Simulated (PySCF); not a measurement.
**ClH₂⁻: one geometry, many levels of theory**

Aim: at the PBE0 minimum of singlet ClH₂⁻, found before, compare methods on energies and levels.

Program: PySCF 2.14.0. Level of theory: several methods, basis Cl def2-TZVPD, H def2-TZVPD, no relativity, density fitting. These are calculated values, not measurements.

### 1 The starting structure

3 atoms, charge -1, spin multiplicity 1.

Bond lengths: Cl1–H3 1.370 Å.

Coordinates in bohr (charge -1 multiplicity 1):
```
Cl    0.0000    0.0000   -0.0436
H     0.0000    0.0000    4.1459
H     0.0000    0.0000   -2.6321
```

### 2 PBE0

The steps are one call of a driver around PySCF; scf.py gives each level's set-up. Each SCF starts from the density of the minimum. The driver also runs the species with one electron less or more at the same geometry (one less: multiplicity 2); their logs are not shown.

scf.py reads:

```python
from pyscf import gto, scf, dft
mol = gto.M(atom='''
Cl     0.000000     0.000000    -0.023088
H     -0.000000    -0.000000     2.193919
H      0.000000     0.000000    -1.392824''',
    basis={'Cl': 'def2-TZVPD', 'H': 'def2-TZVPD'},
    charge=-1, spin=0)
mf = dft.RKS(mol, xc='PBE0')
mf.grids.atom_grid = (99, 590)
aux = {'Cl': 'def2-universal-JKFIT', 'H': 'def2-universal-JKFIT'}
mf = mf.density_fit(auxbasis=aux)
mf.kernel()
```

### 3 CCSD(T)

scf.py: that of step 2 with these lines changed.

```diff
@@ -8,2 +8 @@
-mf = dft.RKS(mol, xc='PBE0')
-mf.grids.atom_grid = (99, 590)
+mf = scf.RHF(mol)
@@ -12,0 +12,3 @@
+from pyscf import cc
+mycc = cc.CCSD(mf, frozen=5).run()
+mycc.ccsd_t()
```

### 4 HF

scf.py: that of step 3 with these lines changed.

```diff
@@ -12,3 +11,0 @@
-from pyscf import cc
-mycc = cc.CCSD(mf, frozen=5).run()
-mycc.ccsd_t()
```

### 5 PBE

scf.py: that of step 4 with these lines changed.

```diff
@@ -8 +8,2 @@
-mf = scf.RHF(mol)
+mf = dft.RKS(mol, xc='PBE')
+mf.grids.atom_grid = (99, 590)
```

### 6 r2SCAN

scf.py: that of step 5 with these lines changed.

```diff
@@ -8 +8 @@
-mf = dft.RKS(mol, xc='PBE')
+mf = dft.RKS(mol, xc='R2SCAN')
```

### 7 B3LYP

scf.py: that of step 6 with these lines changed.

```diff
@@ -8 +8 @@
-mf = dft.RKS(mol, xc='R2SCAN')
+mf = dft.RKS(mol, xc='B3LYP')
```

### 8 TPSSh

scf.py: that of step 7 with these lines changed.

```diff
@@ -8 +8 @@
-mf = dft.RKS(mol, xc='B3LYP')
+mf = dft.RKS(mol, xc='TPSSH')
```

### 9 B2PLYP

scf.py: that of step 8 with these lines changed.

```diff
@@ -8 +8 @@
-mf = dft.RKS(mol, xc='TPSSH')
+mf = dft.RKS(mol, xc='0.53*HF + 0.47*B88, 0.73*LYP')
```

### 10 BP86

scf.py: that of step 9 with these lines changed.

```diff
@@ -8 +8 @@
-mf = dft.RKS(mol, xc='0.53*HF + 0.47*B88, 0.73*LYP')
+mf = dft.RKS(mol, xc='B88,P86')
```

(Steps that only read results are left out.)

**Question.** What will these runs give? Wanted: vertical ionisation energy, CCSD(T); orbital gap, range; T1, D1; T1, D1 of the species with one electron less.

**Answer**, as computed:

| quantity | value |
| --- | --- |
| vertical ionisation energy, CCSD(T) | 0.68 eV |
| orbital gap, range | 1.86 (PBE) to 6.37 (HF) eV |
| T1, D1 | 0.026, 0.080 |
| T1, D1 of the species with one electron less | 0.008, 0.018 |

**Reading.** For the vertical ionisation energy, B2PLYP comes nearest to CCSD(T) (+0.14 eV) and HF is farthest (-1.15 eV). CCSD(T) took 25 s, about 4 times as long as B2PLYP (5.7 s), which misses it by 0.14 eV. The PBE orbital energy is a poor guide to ionisation (-1.6 eV, 2.3 eV too small); the difference of PBE energies gives 1.1 eV. T1 is large, so single-reference CCSD(T) is itself in doubt here. A highest occupied level above zero is common for anions with such functionals; it warns that the extra electron is poorly described.
